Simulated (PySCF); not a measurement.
PySCF input:

```python
from pyscf import gto, scf, dft

mol = gto.M(
    atom='''
    C    -0.01075073    0.64443952   -0.00020773
    C     1.14148505   -0.05703999    0.00113003
    F    -1.11822560   -0.31777191   -0.00099264
    H     1.19675056   -1.15149369    0.00151889
    H     2.08287389    0.48704365    0.00188105
    ''',
    basis='def2-tzvpd',
    charge=-1,
    spin=0,
    verbose=4,
)

mf = scf.RHF(mol).density_fit(auxbasis='def2-universal-jkfit')
mf.conv_tol = 1e-9
mf.max_cycle = 100
mf.max_memory = 1500
mf.kernel()
if not mf.converged:
    mf = mf.newton()
    mf.kernel(mf.make_rdm1())
mf.analyze()
```

Problem. Predict the final energy.

Solution. -176.31553 Eh (HF/def2-TZVPD).

It need not be the lowest isomer of its formula. Whether it binds its extra electron was not tested at this geometry.
